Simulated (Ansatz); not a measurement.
A made-up structure of CH₂LiS, doublet:

```
5
angstrom
Li -0.4944 -0.9764 1.3695
S -1.4128 0.3341 -0.0861
C 0.2819 0.1638 -0.2783
H -2.5317 0.6710 -0.7820
H 0.9484 0.9553 0.0594
```

It is relaxed with PBE-D4/def2-SVP and then PBE0-D4/def2-TZVP (Ansatz 0.2.0). Atoms count as bonded within 1.22 times the sum of their covalent radii (H–H: 0.88 Å). The end point is not checked to be a true minimum.

**Question.** Does its bonding change? (Judge from chemistry; the calculation decides.)

**Answer.** The calculation gives: No: no bond forms or breaks.

Where it ends: The first stage lowers the energy by 1.46 eV in 11 steps. It ends as CH₂LiS ([Li]1[CH][SH]1):
| atom | x (Å) | y (Å) | z (Å) |
| --- | --- | --- | --- |
| Li1 | -0.3757 | -1.2878 | 1.1488 |
| S2 | -1.5944 | 0.5365 | 0.2897 |
| C3 | 0.1499 | 0.3049 | 0.2866 |
| H4 | -2.0224 | 0.6375 | -0.9992 |
| H5 | 0.6340 | 0.9566 | -0.4433 |

Labels in which every atom is bracketed show which atoms are joined, not bond orders.

For scale, one of the runs: PBE0-D4/def2-TZVP relaxation, 94 basis functions, launched by `ansatz run in.yaml --threads 2 --pin off --events-out ev --progress --plain --max-ram 4352MiB`. Hardware: 2 CPU threads of an Arm Neoverse V1, shared host. Wall time about 17 s.
